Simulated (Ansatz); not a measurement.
**Worked example: correlation energy of SiH, doublet**

Geometry: that of the SiH⁻, singlet, kept fixed.

```xyz
2

Si    0.0000    0.0000    0.0000
H     0.0000    0.0000    1.5576
```

Basis aug-cc-pVTZ; Ansatz 0.2.0. Only valence electrons are correlated (noble-gas cores frozen), which leaves 5 electrons in 68 orbitals. R marks a restricted (for open shells ROHF) determinant, U an unrestricted one.

Full CI is exact within this basis and frozen core; it isn't the basis-set limit. The frozen core follows each run's orbitals, which can shift R against U totals by a few meV.

Runs differ by some tens of microhartree through their thresholds and, for an open shell, their frozen cores, so steps under 0.1 kcal/mol mean nothing.

```
    level  total energy (hartree)
      UHF             -289.438849
     UMP2             -289.520843
    UCCSD             -289.544780
 UCCSD(T)             -289.547986
   UCCSDT             -289.548819
UCCSDT(Q)             -289.548910
  full CI             -289.548898
```

What is the correlation energy at full CI, and what share of it do UMP2 and UCCSDT recover?

E(corr) = -289.548898 − (-289.438849) = -0.110049 hartree = -2.995 eV. UMP2: -0.081994 / -0.110049 = 74.51 %. UCCSDT: -0.109970 / -0.110049 = 99.93 %.

By how many kcal/mol does UCCSD(T) miss full CI (1 hartree = 627.509 kcal/mol), and which steps make up the rest?

-289.547986 − (-289.548898) = 0.000912 hartree = 0.57 kcal/mol. Steps: UCCSDT − UCCSD(T) = -0.52, UCCSDT(Q) − UCCSDT = -0.06, full CI − UCCSDT(Q) = 0.01 kcal/mol. That is within 1 kcal/mol of the reference in this basis, which itself misses far more of the correlation at the basis-set limit.
